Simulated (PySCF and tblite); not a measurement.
# Conformers and averaged properties: C4H7N, numbered as in [CH3:1][CH2:2][CH2:3][C:4]#[N:5]

Free energies: B3LYP-D3(BJ)/def2-TZVP on PBE0-D3(BJ)/def2-SVP structures plus GFN2-xTB thermal terms, symmetry and mirror images included. Conformers within 3 kcal/mol (GFN2-xTB free energy) were kept, 8 at most. GIAO shieldings: WP04/pcSseg-2. Couplings: B3LYP/pcJ-1 (gas phase; spin-dipole term only for pairs with B, N, F, Si or P). Couplings are for ¹³C, ¹H, ¹⁵N; a prime marks the second kind of pair between the same two sets of atoms. Shifts are against TMS (¹H), TMS (¹³C), NH3 (¹⁵N) at the same level. Programs: PySCF with density fitting and tblite.

Torsions listed: C1–C2–C3–C4. Of a mirror pair one member is shown.

```tsv
conformer	shape	symmetry	E(GFN2) kcal/mol	E(DFT) kcal/mol	G(298.15 K) kcal/mol	weight %	dipole D
1	62°	C1 (pair)	0.00	0.00	0.00	73.0	4.09
2	180°	Cs	0.02	0.22	0.59	27.0	4.24
```

Weights (%) against temperature:

| T (K) | 1 | 2 | S(mix) cal/mol/K |
| --- | --- | --- | --- |
| 200 | 75.8 | 24.2 | 2.14 |
| 250 | 74.1 | 25.9 | 2.16 |
| 298.15 | 73.0 | 27.0 | 2.17 |
| 350 | 72.2 | 27.8 | 2.17 |
| 400 | 71.6 | 28.4 | 2.17 |

Averaged shifts at 298.15 K. ¹H: 2.12 (H3, 2H), 1.56 (H2, 2H), 1.09 (H1, 3H) ppm. ¹³C: 122.7 (C4), 26.5 (C2), 22.8 (C3), 16.6 (C1) ppm. ¹⁵N: 287.7 (N5) ppm.

Averaged couplings (Hz): ¹J(C1,C2) 37.2, ¹J(C1,H1) 133.2, ²J(C1,H2) -3.4, ³J(C1,H3) 5.4, ¹J(C2,C3) 35.1, ³J(C2,N5) -0.6, ²J(H1,C2) -3.5, ¹J(C2,H2) 135.3, ²J(C2,H3) -4.5, ¹J(C3,C4) 65.4, ²J(C3,N5) 3.4, ³J(H1,C3) 7.0, ²J(H2,C3) -3.2, ¹J(C3,H3) 138.6, ¹J(C4,N5) -18.7, ³J(H2,C4) 7.0, ²J(H3,C4) -9.9, ³J(H3,N5) -1.6, ²J(H1,H1) -14.3, ³J(H1,H2) 8.3, ²J(H2,H2) -15.2, ³J(H2,H3) 8.6, ³J(H2,H3′) 7.0, ²J(H3,H3) -19.0.

Coordinates of conformer 1 (Å):

```xyz
12

C    -1.156    0.821    0.079
C    -0.512   -0.535    0.314
C     0.819   -0.713   -0.424
C     1.836    0.242    0.001
N     2.623    1.011    0.358
H    -1.371    0.983   -0.989
H    -0.499    1.639    0.414
H    -2.105    0.908    0.628
H    -0.344   -0.694    1.391
H    -1.186   -1.341   -0.018
H     0.676   -0.594   -1.512
H     1.219   -1.728   -0.269
```

Unscaled ¹⁵N shifts at such levels can be off by tens of ppm; differences between conformers or isomers are more reliable. Shifts are unscaled: against experiment ¹³C can be off by 15 ppm or more and ¹H by 0.8 ppm.

Search and properties took 2.7 min on 1 thread of Arm Neoverse V1, on a host shared with other jobs (rough), launched as `OMP_NUM_THREADS=1 python ens_run.py task.json out`.


¹⁵N shifts are against a computed isolated NH3 molecule, about 20 ppm from the liquid.